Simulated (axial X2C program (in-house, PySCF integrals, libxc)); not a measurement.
**Spin–orbit effects down a group: molecules with Mg (ions), HF**

Computed with an in-house all-electron X2C program for linear molecules (integrals from PySCF), spin-free (one-electron X2C) or two-component (2c: spin–orbit coupling with atomic mean-field Coulomb and Gaunt terms, which also bring small scalar terms), in Dyall basis sets with cores contracted in-house; open shells are unrestricted.

Basis sets: H dyall-v3z, Li dyall-cv3z, Mg dyall-cv3z, Mg dyall-v3z, Na dyall-v3z.

| molecule | spin-free state | Re (Å) | ωe (cm⁻¹) | De (eV) | 2c state | Re 2c (Å) | ωe 2c (cm⁻¹) | De 2c (eV) |
| --- | --- | --- | --- | --- | --- | --- | --- | --- |
| MgH⁺ | M_S = 0, Λ = 0 | 1.645 | 1816.8 | 1.01 | Ω = 0 | 1.645 | 1816.7 | 1.01 |
| LiMg⁺ | M_S = 0, Λ = 0 | 2.960 | 256.9 | 0.79 | Ω = 0 | 2.960 | 256.8 | 0.79 |
| NaMg⁺ | M_S = 0, Λ = 0 | 3.321 | 140.7 | 0.52 | Ω = 0 | 3.321 | 140.7 | 0.52 |

Q: Work out the shifts from the spin-free to the two-component result.

A: 

```tsv
molecule	2c state	ΔRe (Å)	Δωe (cm⁻¹)	ΔDe (eV)
MgH⁺	Ω = 0	0.000	-0.1	0.00
LiMg⁺	Ω = 0	0.000	-0.1	0.00
NaMg⁺	Ω = 0	0.000	0.0	0.00
```

Shifts of one unit in the last digit are rounding.

Fragments in 2c: Mg+ + H, Mg + Li+, Mg + Na+. Each entry is the lowest single determinant of a limited PBE0 search at one distance. De goes to single-determinant-based atoms at the same level (for ions the charge split of lowest energy) and is withheld (n/a) where an atom does not fit its ground term or J level. Main or longest-lived isotopes.
